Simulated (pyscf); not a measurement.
Elementary routes open to O=B–OH (SMILES O=BO) + H₂ (SMILES [H][H]) in the gas phase (singlet surface):
A. HO–BH–OH (SMILES OBO) (H–H broken; H–O, B–H formed)
B. HB=O (SMILES B=O) + H₂O (SMILES O) (B–O, H–H broken; B–H, H–O formed)

Single points on ωB97X-D3(BJ)/def2-SVP structures (PySCF, gas phase).

### Question
Rank the routes by free-energy barrier at 298 K, lowest first, for ωB97M-D3(BJ)/def2-TZVP energies (ideal gas, 1 atm, RRHO with modes under 100 cm⁻¹ raised to 100, one conformer, R ln 2 for chiral ones without a mode under 150 cm⁻¹).

### Answer
A (1.90 eV), B (2.62 eV)

Route A is the fastest of these, ahead of the next by 0.71 eV. The most stable products are those of A (ΔG = -0.65 eV), so kinetics and thermodynamics agree. At 1200 K A is still the fastest. B: On the product side the descent ends in a complex, 0.20 eV under the separated species and 1.77 eV under the saddle at ωB97X-D3(BJ)/def2-TZVP. Only these routes are compared; each barrier is that of the saddle found, and lower ones may exist.
